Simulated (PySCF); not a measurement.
**HCl⁺: energy against distance**

Set-up: H def2-SVP, Cl def2-SVP; no relativity (PySCF 2.14). Energies in eV from H + Cl⁺ in their ground configurations at the same level. State: ²Π (doublet), unpaired electrons π ↑.

All columns are PBE0. A positive dipole points towards Cl; it is taken about the centre of mass and depends on that origin.

```json
{"R (Å)": "1.144", "E (eV)": "-4.136", "μ (D)": "-1.53", "Mulliken charge on H (basis-dependent)": "0.20", "HOMO (eV)": "-19.68", "LUMO (eV)": "-16.28", "Mayer bond order": "0.98", "⟨S²⟩": "0.75"}
{"R (Å)": "1.197", "E (eV)": "-4.485", "μ (D)": "-1.65", "Mulliken charge on H (basis-dependent)": "0.24", "HOMO (eV)": "-19.59", "LUMO (eV)": "-16.19", "Mayer bond order": "0.95", "⟨S²⟩": "0.75"}
{"R (Å)": "1.250", "E (eV)": "-4.684", "μ (D)": "-1.79", "Mulliken charge on H (basis-dependent)": "0.27", "HOMO (eV)": "-19.49", "LUMO (eV)": "-16.09", "Mayer bond order": "0.93", "⟨S²⟩": "0.75"}
{"R (Å)": "1.290", "E (eV)": "-4.756", "μ (D)": "-1.89", "Mulliken charge on H (basis-dependent)": "0.30", "HOMO (eV)": "-19.41", "LUMO (eV)": "-16.02", "Mayer bond order": "0.91", "⟨S²⟩": "0.75"}
{"R (Å)": "1.330", "E (eV)": "-4.777", "μ (D)": "-2.00", "Mulliken charge on H (basis-dependent)": "0.32", "HOMO (eV)": "-19.34", "LUMO (eV)": "-15.95", "Mayer bond order": "0.90", "⟨S²⟩": "0.75"}
{"R (Å)": "1.370", "E (eV)": "-4.757", "μ (D)": "-2.11", "Mulliken charge on H (basis-dependent)": "0.34", "HOMO (eV)": "-19.27", "LUMO (eV)": "-15.88", "Mayer bond order": "0.88", "⟨S²⟩": "0.75"}
{"R (Å)": "1.423", "E (eV)": "-4.680", "μ (D)": "-2.26", "Mulliken charge on H (basis-dependent)": "0.36", "HOMO (eV)": "-19.17", "LUMO (eV)": "-15.78", "Mayer bond order": "0.87", "⟨S²⟩": "0.75"}
{"R (Å)": "1.490", "E (eV)": "-4.525", "μ (D)": "-2.46", "Mulliken charge on H (basis-dependent)": "0.39", "HOMO (eV)": "-19.04", "LUMO (eV)": "-15.66", "Mayer bond order": "0.84", "⟨S²⟩": "0.75"}
{"R (Å)": "1.569", "E (eV)": "-4.283", "μ (D)": "-2.71", "Mulliken charge on H (basis-dependent)": "0.42", "HOMO (eV)": "-18.89", "LUMO (eV)": "-15.51", "Mayer bond order": "0.82", "⟨S²⟩": "0.75"}
{"R (Å)": "1.676", "E (eV)": "-3.912", "μ (D)": "-3.06", "Mulliken charge on H (basis-dependent)": "0.45", "HOMO (eV)": "-18.69", "LUMO (eV)": "-15.31", "Mayer bond order": "0.79", "⟨S²⟩": "0.76"}
```

A fit through these points gives, at Re = 1.329 Å, μ = -1.99 D and dμ/dR = -2.74 D/Å; the reduced mass is 0.9796 u.

Task: How strong is the fundamental in the double-harmonic approximation, I = 42.26·(dμ/dR)²/μred km/mol?

Result: I = 42.26·(-2.74)²/0.9796 = 324 km/mol at PBE0.

For an ion De counts to the pair picked by the measured ionisation energies or electron affinities, which need not be the lowest pair at this level. The state is the lowest determinant that a PBE0 search found; another state may lie lower at other levels.
